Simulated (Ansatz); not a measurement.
Results of PBE (Ansatz, a first-principles code, PAW) for diamond-structure Si.

Run with plane-wave cutoff 520 eV, 12×12×12 k mesh, perturbation theory, force constants from a 4×4×4 q mesh, scalar-relativistic PAW data made under PBE.

Computed at the level's own relaxed cell. Harmonic vibrational thermodynamics at fixed volume:

```json
[
 {"T (K)": "100", "S_vib (J/K per mol of atoms)": "4.19", "C_V (J/K per mol of atoms)": "7.71", "F_vib (eV/atom)": "0.0589"},
 {"T (K)": "300", "S_vib (J/K per mol of atoms)": "19.70", "C_V (J/K per mol of atoms)": "20.05", "F_vib (eV/atom)": "0.0336"},
 {"T (K)": "500", "S_vib (J/K per mol of atoms)": "30.78", "C_V (J/K per mol of atoms)": "22.95", "F_vib (eV/atom)": "-0.0194"},
 {"T (K)": "600", "S_vib (J/K per mol of atoms)": "35.02", "C_V (J/K per mol of atoms)": "23.53", "F_vib (eV/atom)": "-0.0536"},
 {"T (K)": "700", "S_vib (J/K per mol of atoms)": "38.68", "C_V (J/K per mol of atoms)": "23.89", "F_vib (eV/atom)": "-0.0918"},
 {"T (K)": "800", "S_vib (J/K per mol of atoms)": "41.88", "C_V (J/K per mol of atoms)": "24.13", "F_vib (eV/atom)": "-0.1336"},
 {"T (K)": "1000", "S_vib (J/K per mol of atoms)": "47.30", "C_V (J/K per mol of atoms)": "24.42", "F_vib (eV/atom)": "-0.2262"}
]
```

The crystal is taken as a harmonic solid at every temperature: melting, phase changes and thermal expansion are not seen.

At Γ the run gives TO 503 cm⁻¹ and LO 503 cm⁻¹.

Measured, for comparison: zone-centre TO phonon frequency 525 cm⁻¹ (low temperature, zero-point motion not removed; as tabulated in Tanner et al. (2021), arXiv:2110.11888). Computed (rounded) less measured: zone-centre TO phonon frequency -4 %.
